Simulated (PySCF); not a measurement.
Geometries of 2 isomers of H3OP, from PBE0-D3(BJ)/def2-SVP geometry optimisation, gas phase in PySCF 2.14.0. One conformer each, no zero-point energy, no frequencies.

Question: Which is lower in electronic energy at this level?
A.
```xyz
5
angstrom
O      0.955   -0.188    0.399
P     -0.394    0.135   -0.530
H      1.725   -0.185   -0.178
H     -1.006    1.130    0.299
H     -1.262   -0.886   -0.024
```
B.
```xyz
5
angstrom
O      1.244   -0.718    0.678
P      0.082   -0.044    0.036
H     -0.909    0.528    0.891
H      0.349    1.068   -0.818
H     -0.748   -0.827   -0.822
```

Answer: A. That is PH2OH, `PO`, 8.2 kcal/mol below the other.

```json
{"SMILES": "OP", "atoms numbered as above": "[OH:1][PH2:2]", "E (Eh)": "-417.99065", "relative (kcal/mol)": "0.0", "relative (kJ/mol)": "0.0", "dipole (D)": "0.77"}
{"SMILES": "O=[PH3]", "atoms numbered as above": "[O:1]=[PH3:2]", "E (Eh)": "-417.97762", "relative (kcal/mol)": "8.2", "relative (kJ/mol)": "34.2", "dipole (D)": "3.60"}
```

As drawn, the lower has an O–H bond, which the higher lacks; the higher has a P=O bond, which the lower lacks.
